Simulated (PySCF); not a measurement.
## Highest orbital energy against ionisation energy along the alkali metals

Calculated with PySCF 2.14, no spin-orbit coupling. Each cell gives −ε(HOMO) / ΔSCF in eV; NIST values include spin-orbit coupling, (s) semi-empirical, (t) theoretical.

```
                         species            UHF            LDA            PBE           PBE0         r2SCAN  NIST (lowest levels)
Li (x2c-QZVPPall, spin-free X2C)  5.344 / 5.343  3.165 / 5.474  3.223 / 5.586  3.829 / 5.569  3.270 / 5.391                 5.392
 K (x2c-QZVPPall, spin-free X2C)  4.032 / 4.022  2.625 / 4.545  2.537 / 4.463  2.994 / 4.390  2.599 / 4.263                 4.341
Rb (x2c-QZVPPall, spin-free X2C)  3.814 / 3.800  2.546 / 4.407  2.425 / 4.285  2.860 / 4.202  2.492 / 4.081                 4.177
Cs (x2c-QZVPPall, spin-free X2C)  3.495 / 3.477  2.385 / 4.108  2.257 / 3.977  2.654 / 3.892  2.302 / 3.774                 3.894
```

**Question.** How far is −ε(HOMO) from ΔSCF on average for each method, and why?

**Answer.** UHF 0.01 eV; LDA -1.95 eV; PBE -1.97 eV; PBE0 -1.43 eV; r2SCAN -1.71 eV. Hartree-Fock orbital energies lack relaxation and so exceed the ΔSCF value; semilocal functionals have convex E(N) from self-interaction, so their HOMO lies far too high; exact exchange moves hybrids part of the way back.
